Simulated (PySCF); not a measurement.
C2H3N, SMILES CC#N (connectivity only; charge and spin as stated), charge +1, multiplicity 2.

Geometry optimised at B3LYP-D3(BJ)/def2-TZVP. The geometry has at least one imaginary mode, so it is a saddle point at that level. The multiplicity is an assumed one; other spin states were not compared.

All values below come from B3LYP-D3(BJ)/def2-TZVP in PySCF.

Harmonic, unscaled wavenumbers; measured fundamentals usually lie a few per cent lower.

```csv
mode,ν (cm⁻¹),IR (km/mol),moving atoms (share of kinetic energy)
1,221i,167.0,"H 84 %, C 14 %"
2,315,6.2,"C 55 %, H 26 %, N 19 %"
3,418,30.8,"C 66 %, N 18 %, H 17 %"
4,763,64.4,"H 61 %, C 38 %"
5,981,12.5,"C 50 %, N 32 %, H 18 %"
6,1146,14.7,"H 82 %, C 17 %"
7,1190,209.2,"H 89 %, C 10 %"
8,1400,15.9,"H 84 %, C 16 %"
9,2082,0.5,"C 67 %, N 32 %"
10,2722,372.0,H 94 %
11,2990,118.9,H 96 %
12,2996,125.5,"H 92 %, C 8 %"
```
